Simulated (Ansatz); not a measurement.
Isomers of C3H4, B3LYP-D3(BJ)/def2-TZVP minima from an xTB search, which can miss the lowest.
Isomer 1, SMILES C#CC (charge 0, multiplicity 1):
```xyz
7

C      1.694     0.140    -0.104
C      0.501     0.041    -0.031
C     -0.946    -0.078     0.058
H      2.750     0.227    -0.169
H     -1.438     0.699    -0.530
H     -1.281    -1.048    -0.316
H     -1.282     0.019     1.093
```
Isomer 2, SMILES C=C=C (charge 0, multiplicity 1):
```csv
atom,x (Å),y (Å),z (Å)
C,-1.3001,0.0008,0.0058
C,0.0000,0.0000,0.0000
C,1.3001,-0.0008,-0.0057
H,-1.8594,0.4991,0.7893
H,-1.8668,-0.4969,-0.7728
H,1.8649,-0.7821,0.4897
H,1.8614,0.7799,-0.5063
```

Cores are frozen in the correlated methods. MP2 and its Hartree–Fock in cc-pVQZ are density fitted.

Run with Ansatz (Gaussian orbitals). 

The energy of isomer 2 above isomer 1 is E(isomer 2) − E(isomer 1). Total energies (hartree):

```csv
level,isomer 2,isomer 1
HF/cc-pVTZ,-115.9058512,-115.9084776
MP2/cc-pVTZ,-116.3824317,-116.3897127
HF/cc-pVQZ,-115.9133232,-115.9159561
MP2/cc-pVQZ,-116.4196226,-116.4270187
CCSD(T)/cc-pVTZ,-116.4331986,-116.4351200
```

Q: Work out the energy of isomer 2 above isomer 1 at the basis-set limit: extrapolate the MP2 correlation part as X⁻³, take Hartree–Fock from the larger set, and add the CCSD(T) − MP2 difference of cc-pVTZ.

A: 
1. Differences (1 hartree = 627.509 kcal/mol): HF/cc-pVTZ 1.648; MP2/cc-pVTZ 4.569; HF/cc-pVQZ 1.652; MP2/cc-pVQZ 4.641; CCSD(T)/cc-pVTZ 1.206.
2. Correlation parts, MP2 less HF: 2.921 in cc-pVTZ (X = 3), 2.989 in cc-pVQZ (X = 4).
3. Limit (4³·(2.989) − 3³·(2.921))/(4³ − 3³) = 3.039; with HF/cc-pVQZ it gives 4.691.
4. CCSD(T) less MP2 in cc-pVTZ: -3.363.
Result: 1.33 kcal/mol, against 4.57 at MP2/cc-pVTZ. It is an estimate of this method's limit, not of the exact value.

Ansatz is a first-principles code.
